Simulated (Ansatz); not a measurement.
This geometry of CH5B + FH (9 atoms, charge 0, multiplicity 1) is a first-order saddle point.

Level of theory: Ansatz 0.2.0, RKS PBE0-D4/def2-SVP.

```xyz
9
Properties=species:S:1:pos:R:3
B -0.020 -0.242 0.201
C -0.013 -0.024 1.896
H -0.941 -0.142 2.478
H 0.856 -0.350 2.487
H 0.108 1.063 1.750
H 1.075 -0.033 -0.260
H -1.009 0.240 -0.291
F -0.237 -1.863 0.268
H -0.176 -1.266 1.232
```

Problem. Which two structures does it join? (They come from a converged band through this point; their orientation in space is the band's.)

Solution. Bonds broken: B1–C2, F8–H9. Bonds formed: B1–F8, C2–H9. CH5B + FH becomes BFH2 + CH4.

Image 0:

```xyz
9
Properties=species:S:1:pos:R:3
B 0.008 0.015 0.286
C 0.033 0.207 1.851
H -0.904 -0.044 2.376
H 0.888 -0.259 2.368
H 0.163 1.297 1.994
H 1.054 0.016 -0.323
H -1.011 0.256 -0.322
F -0.235 -2.022 0.307
H -0.352 -2.082 1.225
```

Image 8:

```xyz
9
Properties=species:S:1:pos:R:3
B -0.060 -0.445 -0.731
C -0.019 -0.130 2.537
H -0.930 0.072 3.115
H 0.845 -0.176 3.212
H 0.134 0.680 1.810
H 1.067 -0.012 -0.794
H -1.057 0.238 -0.760
F -0.212 -1.752 -0.647
H -0.124 -1.092 2.018
```

Problem. How far does it lie above each of them?

Solution. 0.49 eV above the first and 1.93 eV above the second. This is the barrier of this one path; another mechanism may lie lower. The orbitals stay closed-shell, which can raise the energy where a bond breaks towards radicals; this wasn't checked here.

Time of the run: 2.5 min on 2 threads of Arm Neoverse V1, on a shared host, peak memory 0.13 GiB.
